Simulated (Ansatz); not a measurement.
# AlH₅SSi: a ladder of functionals and wavefunction methods

The task here is to estimate one member of a computed series from the others.

The runs use Ansatz 0.2.0, Gaussian basis; functionals in def2-TZVPP, the program's frozen cores in correlated methods.

Levels to be run: LDA (SPW92), PBE-D4, revPBE-D4, BLYP-D4, r2SCAN-D4, B97M-V, PBE0-D4, B3LYP-D4, r2SCANh-D4, r2SCAN0-D4, HSE06-D4, BHLYP-D4, CAM-B3LYP-D4, LC-ωPBE, ωB97X-V, ωB97M-V, B2PLYP, PBE-QIDH; CCSD(T)/def2-SVP; CCSD(T)/def2-TZVPP; MP2/def2-QZVPP; extrapolation to the limit; RPA on PBE.

1 further run of the same task is left out (it didn't finish).

**The geometry**

The geometry comes from an earlier relaxation with PBE0-D4 in a triple-zeta def2 set; it is a stationary point, not always the lowest conformer.

8 atoms, charge 0, spin multiplicity 1.

Atoms are counted from 1 here; the program's logs count them from 0.

Bond lengths: Al1–Si2 2.458 Å, Al1–H4 1.586 Å, Al1–H5 1.588 Å, Si2–S3 2.149 Å, Si2–H6 1.493 Å, Si2–H7 1.493 Å, S3–H8 1.344 Å. Angles: Si2–Al1–H4 120.7°, Si2–Al1–H5 119.4°, H4–Al1–H5 120.0°, Al1–Si2–S3 107.2°, Al1–Si2–H6 111.7°, Al1–Si2–H7 111.7°, S3–Si2–H6 110.2°, S3–Si2–H7 110.1°, H6–Si2–H7 106.0°, Si2–S3–H8 96.4°.

Coordinates:

```
Al   -1.2118    0.9167   -0.9962
Si    0.6435    0.0238    0.3455
S     0.2050   -2.0426    0.7405
H    -2.4324   -0.0099   -1.4064
H    -1.1811    2.4373   -1.4532
H     0.8053    0.7697    1.6283
H     1.9485    0.1450   -0.3689
H     1.3152   -2.2971    1.4546
```

The first run:

The input, in.yaml:

```yaml
crystal:
  periodic: [false, false, false]
  atoms:
    - {symbol: Al, position_ang: [-1.211763, 0.916696, -0.996163]}
    - {symbol: Si, position_ang: [0.643546, 0.023785, 0.345493]}
    - {symbol: S, position_ang: [0.204985, -2.042578, 0.740512]}
    - {symbol: H, position_ang: [-2.432425, -0.009854, -1.406386]}
    - {symbol: H, position_ang: [-1.181107, 2.437318, -1.453171]}
    - {symbol: H, position_ang: [0.805256, 0.769651, 1.628322]}
    - {symbol: H, position_ang: [1.948537, 0.144992, -0.368918]}
    - {symbol: H, position_ang: [1.315171, -2.297109, 1.454613]}
basis:
  gaussian: {orbitals: def2-TZVPP}
hamiltonian: {xc: lda}
output: {orbitals: {seedname: orbitals}}
```

Started as:

```bash
$ ansatz run in.yaml --threads 2 --pin off --events-out ev --progress --plain --max-ram 4352MiB
```

Among the steps run: LDA; PBE-D4 (GGA); revPBE-D4 (GGA); BLYP-D4 (GGA); r2SCAN-D4 (meta-GGA); B97M-V (meta-GGA); B3LYP-D4 (hybrid); r2SCANh-D4 (hybrid); r2SCAN0-D4 (hybrid); HSE06-D4 (hybrid); BHLYP-D4 (hybrid); CAM-B3LYP-D4 (range-separated); LC-ωPBE (range-separated); ωB97X-V (range-separated); ωB97M-V (range-separated); B2PLYP (double hybrid); PBE-QIDH (double hybrid).

One of the session's tables, all rows but one given; the rest of the session is left out.

It belongs to the step «Orbital energies across the functionals». 

| functional | HOMO (eV) | LUMO (eV) | gap (eV) |
| --- | --- | --- | --- |
| LDA (SPW92) | -6.24 | -3.17 | 3.07 |
| PBE-D4 | -6.15 | -2.95 | 3.20 |
| revPBE-D4 | -6.12 | -2.85 | 3.26 |
| BLYP-D4 | -5.98 | -2.82 | 3.16 |
| r2SCAN-D4 | -6.44 | -2.70 | 3.74 |
| B97M-V | -6.58 | -2.92 | 3.66 |
| PBE0-D4 | -7.37 | -2.19 | 5.18 |
| B3LYP-D4 | -7.12 | -2.38 | 4.74 |
| r2SCANh-D4 | -6.88 | -2.44 | 4.45 |
| r2SCAN0-D4 | -7.55 | -2.05 | 5.50 |
| HSE06-D4 | ? | ? | ? |
| BHLYP-D4 | -8.44 | -1.40 | 7.04 |
| CAM-B3LYP-D4 | -8.67 | -1.23 | 7.44 |
| LC-ωPBE | -10.09 | -0.16 | 9.94 |
| ωB97X-V | -9.73 | -0.27 | 9.46 |
| ωB97M-V | -9.55 | -0.55 | 9.00 |

Q: Estimate the row for HSE06-D4 from the others.

As computed: HOMO (eV): -6.97; LUMO (eV): -2.56; gap (eV): 4.41. In the column «HOMO (eV)» it lies between B3LYP-D4 (-7.12) and r2SCANh-D4 (-6.88).
